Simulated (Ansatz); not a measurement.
Results of PBE-D3(BJ) (plane waves, PAW; Ansatz, a program for electronic structure) for trigonal Se.

Numerical settings: plane-wave cutoff 500 eV, 12×12×8 k mesh (along the axes of the cell as run), Fermi–Dirac smearing 0.05 eV, scalar-relativistic PAW data made under PBE.

Cell (relaxed at this level):

```cif
data_Se3
_chemical_formula_sum 'Se3'
_space_group_name_H-M_alt 'P3121'
_space_group_IT_number 152
_space_group_name_Hall 'P 31 2"'
_cell_length_a 4.06545
_cell_length_b 4.06545
_cell_length_c 5.13104
_cell_angle_alpha 90.000
_cell_angle_beta 90.000
_cell_angle_gamma 120.000
loop_
_atom_site_label
_atom_site_type_symbol
_atom_site_symmetry_multiplicity
_atom_site_Wyckoff_symbol
_atom_site_fract_x
_atom_site_fract_y
_atom_site_fract_z
_atom_site_occupancy
Se1 Se 3 a 0.75259 0.75259 0.00000 1
```

**Question.** Estimate the band gap that the calculation returns.

**Answer.** 
- band gap = 0.51 eV (on the SCF k mesh)

Spin–orbit coupling is not included.

The result took roughly 110 core-seconds.
